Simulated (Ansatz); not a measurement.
Results of LDA (plane waves, PAW; Ansatz, an electronic-structure program) for cubic perovskite KTaO3.

Run with plane-wave cutoff 520 eV, 8×8×8 k mesh, perturbation theory, force constants from a 4×4×4 q mesh, scalar-relativistic PAW data made under PBE.

Computed at the level's own relaxed cell. Harmonic vibrational thermodynamics at fixed volume:

```json
[
 {"T (K)": "0", "S_vib (J/K per mol of atoms)": "0.00", "C_V (J/K per mol of atoms)": "0.00", "F_vib (eV/atom)": "0.0594"},
 {"T (K)": "100", "S_vib (J/K per mol of atoms)": "5.25", "C_V (J/K per mol of atoms)": "9.45", "F_vib (eV/atom)": "0.0577"},
 {"T (K)": "400", "S_vib (J/K per mol of atoms)": "27.97", "C_V (J/K per mol of atoms)": "21.83", "F_vib (eV/atom)": "0.0025"},
 {"T (K)": "500", "S_vib (J/K per mol of atoms)": "32.95", "C_V (J/K per mol of atoms)": "22.80", "F_vib (eV/atom)": "-0.0292"},
 {"T (K)": "600", "S_vib (J/K per mol of atoms)": "37.16", "C_V (J/K per mol of atoms)": "23.39", "F_vib (eV/atom)": "-0.0656"},
 {"T (K)": "700", "S_vib (J/K per mol of atoms)": "40.80", "C_V (J/K per mol of atoms)": "23.77", "F_vib (eV/atom)": "-0.1060"},
 {"T (K)": "900", "S_vib (J/K per mol of atoms)": "46.83", "C_V (J/K per mol of atoms)": "24.21", "F_vib (eV/atom)": "-0.1971"}
]
```

The crystal is taken as a harmonic solid at every temperature: melting, phase changes and thermal expansion are not seen.
